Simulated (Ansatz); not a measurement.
Two isomers of C8H18: A = `CCCCCCCC`, B = `CCCCC(C)(C)C`.

Isolated molecules relaxed with PBE0-D4/def2-TZVP in Ansatz; ΔE leaves out vibrations. CBS: MP2 limit from def2 TZ/QZ plus the TZ coupled-cluster correction, frozen cores. Functionals use def2-TZVPP. B3LYP here is the variant with VWN-RPA as its local correlation; programs differ in this. One conformer a species, not always the lowest.

Q: Which isomer does CCSD(T)/CBS put lower? Give the gap. (An estimate is asked.)

A: The calculation gave: B, by 15.1 kJ/mol.

Q: Give E(B) − E(A) in kJ/mol with PBE0-D4, LDA (SPW92), BLYP-D4, B3LYP-D4, CCSD/def2-TZVPP, B3LYP, MP2/def2-TZVPP. (Best estimate.)

A: Ansatz gave: PBE0-D4 -9.7, LDA (SPW92) -16.2, BLYP-D4 -10.4, B3LYP-D4 -9.5, CCSD/def2-TZVPP -12.7, B3LYP -1.4, MP2/def2-TZVPP -20.0. None reverses the order clearly.

Largest T1 diagnostic: 0.009.

Leaving LDA and LC-ωPBE aside and taking each functional with its dispersion term where it has one, the values, not all of them listed here, spread over 5.9 kJ/mol, from B97M-V to B2PLYP. LDA lies −11.5 kJ/mol from PBE without D4. From BLYP to BHLYP (50 % exact exchange), in def2-TZVPP and without D4, E(B) − E(A) moves by −3.5 kJ/mol.
